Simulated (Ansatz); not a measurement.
**Relaxing Os**

Method: DFT PBEsol, scalar-relativistic, plane waves, PAW in Ansatz 0.2.0. Cutoff 420 eV, Γ-centred k mesh, Gaussian smearing, no spin polarisation in the final step.

Os was placed on the alpha-gallium structure type (Cmce, No. 64), at a guessed volume.

```yaml
crystal:
  lattice:
    - [2.06226, -3.49515, 0.00000]
    - [2.06226, 3.49515, 0.00000]
    - [0.00000, 0.00000, 4.13000]
  atoms:
    - { symbol: Os, position: [0.15250, 0.84750, 0.07850] }
    - { symbol: Os, position: [0.65250, 0.34750, 0.42150] }
    - { symbol: Os, position: [0.84750, 0.15250, 0.92150] }
    - { symbol: Os, position: [0.34750, 0.65250, 0.57850] }
```

Cell and atoms relax at zero pressure; the relaxation can't lower the symmetry of the start. After a coarse first stage the cell is made exact in the group found at 0.06 Å.

Energies count from the standard state of Os at the same level.

Q: Describe the relaxed structure.

A: It ends in I4/mmm (No. 139). Conventional cell: a = 2.755 Å, c = 8.258 Å. Around Os lie 5 Os at 2.48–2.55 Å and 4 Os at 2.75 Å.

```
Os
1.0
    -1.37737    1.37737    4.12894
     1.37737   -1.37737    4.12894
     1.37737    1.37737   -4.12894
Os
2
Direct
  0.85004 0.85004 0.00000
  0.14996 0.14996 0.00000
```

Q: What are its volume, energy, density and gap?

A: The volume per atom is 15.67 Å³, the density is 20.16 g/cm³ and the energy over the standard structure is 0.58 eV/atom. The gap on the 28×28×28 mesh is 0 eV (a metal).

The final run used a 28×28×28 mesh on its 2-atom cell and 0.10 eV smearing. For metals, differences of a few meV/atom aren't resolved. Spin–orbit coupling is left out. Symmetry constrained the relaxation, so the result can be a saddle point. The steps took of the order of 4 core-minutes in all.

This form isn't the element's structure at ambient conditions.